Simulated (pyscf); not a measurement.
Elementary routes open to H₂P–GaH₂ + SiH₄ in the gas phase (singlet surface):
A. H₃Si–PH–GaH₂ + H₂ (H–P, H–Si broken; P–Si, H–H formed)
B. H₃Si–GaH–PH₂ + H₂ (Ga–H, H–Si broken; Ga–Si, H–H formed)

PySCF, gas phase, ωB97X-D3(BJ)/def2-SVP geometries.

Question: Rank the routes by free-energy barrier at 298 K, lowest first, for ωB97M-D3(BJ)/def2-TZVP energies (ideal gas, 1 atm, RRHO with modes under 100 cm⁻¹ raised to 100, one conformer, R ln 2 for chiral ones without a mode under 150 cm⁻¹).

Answer: B (40.5 kcal/mol), A (72.6 kcal/mol)

Route B is the fastest of these, ahead of the next by 32.1 kcal/mol. The most stable products are those of A (ΔG = -1.0 kcal/mol), whose barrier is 32.1 kcal/mol higher: the kinetic and the thermodynamic product differ. At 1200 K B is still the fastest. B: On the reactant side the descent ends in a complex, 6.0 kcal/mol under the separated species and 33.3 kcal/mol under the saddle at ωB97X-D3(BJ)/def2-TZVP. Only these routes are compared; each barrier is that of the saddle found, and lower ones may exist. Elements up to Kr have no core potential and no relativistic terms here.
